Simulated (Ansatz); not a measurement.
# CH₄Si (triplet): B2PLYP, RPA-PBE over vertical spin and charge gaps, cc-pVTZ

How well do these functionals follow the top wave-function level for CH₄Si (triplet) over vertical spin and charge gaps?

Method: cc-pVTZ, all electrons in the functionals, frozen cores in the correlation of double hybrids and RPA; program: Ansatz 0.2.0, Gaussian basis.

The runs, in order: B2PLYP, RPA-PBE, at charge 0, triplet; charge 0, singlet; charge 0, quintet; charge 1, doublet; charge 1, quartet.

6 further runs of the same task are left out: 6 set aside as unsound or not needed.

## (1) What is computed

The geometry is a PBE0/def2-TZVP stationary point (not a proven minimum).

6 atoms, charge 0, spin multiplicity 3.

Atoms are counted from 1 here; the program's logs count them from 0.

Bond lengths: Si1–C2 1.885 Å, Si1–H3 1.491 Å, C2–H4 1.091 Å, C2–H5 1.093 Å, C2–H6 1.093 Å. Angles: C2–Si1–H3 119.0°, Si1–C2–H4 109.8°, Si1–C2–H5 110.6°, Si1–C2–H6 110.6°, H4–C2–H5 108.2°, H4–C2–H6 108.2°, H5–C2–H6 109.3°.

No dispersion term is added.

The geometry shown and the zero of energy belong to the point charge 0, triplet. The yardstick, UCCSDT(Q), and other wave-function levels (R restricted, U unrestricted, valence and pair active spaces) come from earlier runs.

## (2) B2PLYP, charge 0, triplet

The input, in.yaml:

```yaml
crystal:
  periodic: [false, false, false]
  atoms:
    - {symbol: Si, position_ang: [0.000000, -0.086402, 0.646481]}
    - {symbol: C, position_ang: [0.000000, 0.079187, -1.230736]}
    - {symbol: H, position_ang: [0.000000, 1.148798, 1.480897]}
    - {symbol: H, position_ang: [0.000000, -0.911108, -1.689492]}
    - {symbol: H, position_ang: [0.890815, 0.613122, -1.569773]}
    - {symbol: H, position_ang: [-0.890815, 0.613122, -1.569773]}
basis:
  gaussian: {orbitals: cc-pVTZ}
magnetization: {spin_polarized: true, initial_magnetization: 2}
hamiltonian: {xc: {name: B2PLYP}}
correlation: {electrons: outside_noble_gas}
```

Started as:

```bash
$ ansatz run in.yaml --threads 2 --pin off --events-out ev --progress --plain --max-ram 24576MiB --backend cuda --devices 0, --max-vram 18GiB
```

Further steps of the session: B2PLYP, charge 0, singlet; B2PLYP, charge 0, quintet; B2PLYP, charge 1, doublet; B2PLYP, charge 1, quartet; RPA-PBE, charge 0, triplet; RPA-PBE, charge 0, singlet; RPA-PBE, charge 0, quintet; RPA-PBE, charge 1, doublet; RPA-PBE, charge 1, quartet.

Q: Predict the results of all the runs planned. Wanted: triplet to singlet, UCCSDT(Q); triplet to quintet, UCCSDT(Q); ionisation to the doublet cation, UCCSDT(Q); ionisation to the quartet cation, UCCSDT(Q); largest miss, B2PLYP; largest miss, RPA-PBE.

**Answer**, as computed:

```
                                   quantity                                         value
              triplet to singlet, UCCSDT(Q)                                     -0.583 eV
              triplet to quintet, UCCSDT(Q)                                      7.976 eV
ionisation to the doublet cation, UCCSDT(Q)                                      7.396 eV
ionisation to the quartet cation, UCCSDT(Q)                                     11.716 eV
                       largest miss, B2PLYP  -0.139 eV (ionisation to the doublet cation)
                      largest miss, RPA-PBE  +0.192 eV (ionisation to the doublet cation)
```

In words: Of the functionals, B2PLYP keep the smallest largest miss at the points compared (at most 0.139 eV) and RPA-PBE strays most (0.192 eV, at ionisation to the doublet cation). B2PLYP, RPA-PBE clearly break the spin symmetry at some points (⟨S²⟩ up to 0.44 above the pure value), so energy there is bought with a mixed spin. Functionals and the yardstick converge differently with the basis, so part of each miss in cc-pVTZ is the basis.
